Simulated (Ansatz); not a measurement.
System: antifluorite Mg2Sn. Method: PBE0 (Ansatz, a first-principles code, plane waves, PAW).

Run with plane-wave cutoff 520 eV, 8×8×8 k mesh, scalar-relativistic PAW data made under PBE.

Computed at the level's own relaxed cell.

Hill averages of the elastic tensor: K = 45.8 GPa, G = 35.5 GPa. Volume 25.778 Å³/atom, mean atomic mass 55.773 u.

### Question
Work out the density, the sound velocities of a polycrystal and the elastic Debye temperature at this level.

### Answer
ρ = 1.66054 × 55.773/25.778 = 3.593 g/cm³. v_l = √[(K + 4G/3)/ρ] = 5.091 km/s and v_t = √(G/ρ) = 3.143 km/s. The mean follows from 3/v_m³ = 1/v_l³ + 2/v_t³: v_m = 3.467 km/s. Θ_D = (ħ/k_B) v_m (6π²/V)^(1/3) = 76.38 K Å s/km × 3.467 × 1.3195 Å⁻¹ = 349 K, counting all atoms of the cell.

Note: the run passed through a metallic state, so it can have ended on another state than the lowest.
